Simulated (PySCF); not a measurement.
# H3P: the cost of one run

Computed with PySCF 2.14.0 and routines of our own; the level stands in each step. Atoms count from 0.

## (1) The system as given

4 atoms, charge 0, multiplicity 1; geometry from: GFN2-xTB.

## (2) NMR shieldings: PBE0/pcSseg-1, spin–orbit

What the job is given:

```
{"job": {"xc": "PBE0", "basis": {"default": "pcSseg-1"}, "rel": "so", "kind": "hnmr"}, "charge": 0, "multiplicity": 1}
P     -0.001477     0.003466     0.570380
H     -0.558658     1.008622    -0.205648
H      1.158342    -0.016325    -0.189555
H     -0.587973    -0.990990    -0.198030
```

Method: PBE0/pcSseg-1 GIAO NMR shielding, X2C with spin-orbit coupling, screened-nuclear two-electron part, Gaussian nuclei, gas phase.

The run is started by

```
> OMP_NUM_THREADS=1 python heavy_run.py task.json out
```

One launch serves the whole session: the jobs run in the order shown.

Q: Estimate the wall time and peak memory of this first job on 1 thread of Intel Xeon at 2.60GHz, shared host.

About 2.2 s, with a peak of 0.28 GiB.
